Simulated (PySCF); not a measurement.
Excitation energies in several basis sets

3-methoxy-1-propanol, C4H10O2.
SMILES: `COCCCO`

TDDFT with PBE0 (PySCF), vertical singlets, core orbitals frozen in the response, spherical d and f functions. Isolated species at its PBE0-D3(BJ)/def2-SVP geometry (one conformer only).

Problem. How do the low singlets change with the basis? Take 6-31G*, 6-31+G*, def2-SVP, def2-SVPD, aug-cc-pVDZ and def2-TZVP.

Solution. 

```
      basis  functions  diffuse  S1 (eV)  S2 (eV)  S3 (eV)  S4 (eV)  S5 (eV)  LUMO (eV)  α (au)
     6-31G*        104       no     8.01     8.36     8.95     9.10     9.54       2.56    50.9
    6-31+G*        128      yes     6.68     6.77     7.24     7.30     7.41       0.49    57.2
   def2-SVP        134       no     7.59     7.75     8.32     8.48     8.78       1.81    52.4
  def2-SVPD        206      yes     6.94     7.00     7.58     7.67     7.78       0.71    61.9
aug-cc-pVDZ        228      yes     6.34     6.43     6.87     6.89     7.00      -0.05    63.4
  def2-TZVP        246       no     7.19     7.32     7.91     8.00     8.27       1.23    59.4
```

States are compared by their number. Against the largest diffuse basis here (aug-cc-pVDZ, itself not a converged limit), sets without diffuse functions differ by up to 1.67 eV in S1 and 2.54 eV in S5; the smaller diffuse sets differ by up to 0.60 and 0.78 eV. State by state, the largest deviation of a set without diffuse functions is S1 1.67, S2 1.93, S3 2.09, S4 2.21, S5 2.54 eV. The same number needn't mean the same state in each row. Against aug-cc-pVDZ the polarisability deviates by -20% in 6-31G*, -10% in 6-31+G*, -17% in def2-SVP, -2% in def2-SVPD, -6% in def2-TZVP. A single + in a Pople set puts diffuse functions on heavy atoms only.
